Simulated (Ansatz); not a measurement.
Correlation energies of ClFHSi (`F[SiH]Cl`) radical by basis set

```xyz
4

F    -1.5093   -0.0007   -0.2964
Si   -0.0571    0.4111    0.2205
Cl    1.2860    0.0787   -1.2839
H     0.2804   -0.4891    1.3599
```

Total charge 0; spin multiplicity 2. All single points use the PBE0-D4/def2-TZVP geometry. Frozen core, unrestricted reference, Ansatz. CBS rows extrapolate triple and quadruple zeta.

| basis | HF (Eh) | MP2 corr. | CCSD corr. | (T) | CCSD(T) total |
| --- | --- | --- | --- | --- | --- |
| def2-SVP | -848.19780 | ? | -0.41842 | -0.00769 | ? |
| def2-TZVPP | -848.59923 | -0.53471 | -0.56087 | -0.01968 | -849.17978 |
| def2-QZVPP | -848.62640 | ? | ? | -0.02367 | ? |
| CBS(def2) | -848.63014 | -0.62644 | -0.64531 | -0.02662 | -849.30207 |
| cc-pV(D+d)Z | -848.53203 | -0.40105 | -0.42636 | -0.00864 | -848.96703 |
| cc-pV(T+d)Z | -848.60626 | -0.53620 | -0.56181 | -0.01988 | -849.18795 |
| cc-pV(Q+d)Z | -848.62380 | -0.58784 | -0.60991 | -0.02361 | -849.25732 |
| CBS(cc) | -848.62908 | ? | -0.64415 | -0.02627 | ? |

Task: Fill in the withheld values. (An estimate is asked.)

Result: Ansatz gave: def2-SVP MP2 corr.: -0.39403; def2-SVP CCSD(T) total: -848.62391; def2-QZVPP MP2 corr.: -0.58741; def2-QZVPP CCSD corr.: -0.60938; def2-QZVPP CCSD(T) total: -849.25945; CBS(cc) MP2 corr.: -0.62461; CBS(cc) CCSD(T) total: -849.29950.
